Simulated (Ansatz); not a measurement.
Gas-phase reaction in SMILES: CN(C)C -> [N](C)C + [CH3] (CH3) (the C-N bond breaks)

Wanted: bond dissociation energy (enthalpy at 298 K), in kcal/mol. Set-up: open shells spin-unrestricted; 6-311+G** with 5d; non-relativistic; no spin-orbit coupling; valence correlation only; LANL2DZ all-electron up to Ne; six Cartesian d functions in 6-31G* and its kin unless marked 5d. CBS marks a two-point X^-3 extrapolation of the correlation energy; Hartree-Fock from the larger set. The bracket is a focal-point correction in the basis named. First-principles rows: single points at B3LYP-D3(BJ) geometries (Ansatz, an electronic-structure program), with unscaled harmonic terms from B3LYP/6-31G* at its own minima.

Coupled cluster (Ansatz) is a level with limits of its own, used here on species with T1 under 0.025 (0.045 for open shells) and stable references: RI-MP2/CBS(cc-pVTZ,cc-pVQZ)+[CCSD(T)-MP2]/cc-pVTZ.

Value to compare with, RI-MP2/CBS(cc-pVTZ,cc-pVQZ)+[CCSD(T)-MP2]/cc-pVTZ (Ansatz): 79.4 kcal/mol.

| level | program | bond dissociation energy (enthalpy at 298 K) (kcal/mol) | difference |
|---|---|---|---|
| HF/STO-3G | Ansatz | 60.8 | -18.6 |
| HF/3-21G | Ansatz | 49.0 | -30.4 |
| HF/LANL2DZ | Ansatz | 40.4 | -39.0 |
| HF/6-31G* | Ansatz | 45.5 | -33.9 |
| HF/6-311+G** | Ansatz | 42.9 | -36.5 |

Among the 5 habitual levels, HF/LANL2DZ lies farthest from RI-MP2/CBS(cc-pVTZ,cc-pVQZ)+[CCSD(T)-MP2]/cc-pVTZ (Ansatz) (-39.0 kcal/mol) and HF/STO-3G nearest (-18.6); 0 of 5 lie above it, and their mean absolute difference is 31.7 kcal/mol, the median 33.9. One case shows no general order.

The sets are all those run for this method; runs whose electronic state is in doubt are left out.
